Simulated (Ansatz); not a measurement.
## Which is lower?

Two relaxed structures of Al₂H₄, singlet (PBE0-D4/def2-TZVP; forces vanish, vibrations not checked).

A:

Al1  (-0.395, -0.812, -0.690)
Al2  (0.689, 1.259, 0.560)
H3  (0.113, 0.935, 2.020)
H4  (-1.069, -2.070, -1.456)
H5  (2.223, 0.917, 0.252)
H6  (-0.026, 2.405, -0.302)
(Å)

B:

Al1  (-0.696, -1.085, -0.122)
Al2  (0.696, 1.085, 0.123)
H3  (-1.427, -1.764, 1.123)
H4  (-0.871, -1.819, -1.527)
H5  (2.263, 1.053, 0.419)
H6  (0.035, 2.530, -0.015)
(Å)

Program: Ansatz 0.2.0. Basis: def2-TZVPP. Cores are frozen in the correlated methods. B3LYP uses VWN-RPA correlation.

(1) Which structure is lower at CCSD(T), and by how much? (To be estimated.)

The T1 diagnostic stays at or below 0.014.

Answers

(1) The calculation gives: B, by 49.8 kJ/mol (electronic energy, against the other). By their contacts, A is Al₂H₄ ([AlH][AlH3]) and B is Al₂H₄ ([AlH2][AlH2]).

All methods give the same order:

```
   method  E(B) − E(A) (kJ/mol)
   PBE-D4                 -37.6
r2SCAN-D4                 -48.6
  PBE0-D4                 -45.9
 B3LYP-D4                 -42.2
  wB97M-V                 -35.6
       HF                 -63.7
      MP2                 -53.0
     CCSD                 -51.6
  CCSD(T)                 -49.8
```

Labels in which every atom is bracketed show which atoms are joined, not bond orders.

For scale, one of the runs: CCSD(T)/def2-TZVPP, 140 basis functions, launched by `ansatz run in.yaml --threads 2 --pin off --events-out ev --progress --plain --max-ram 4352MiB`. Hardware: 2 CPU threads of an Intel Xeon, shared host. Wall time 16 s; peak host memory 0.67 GiB.
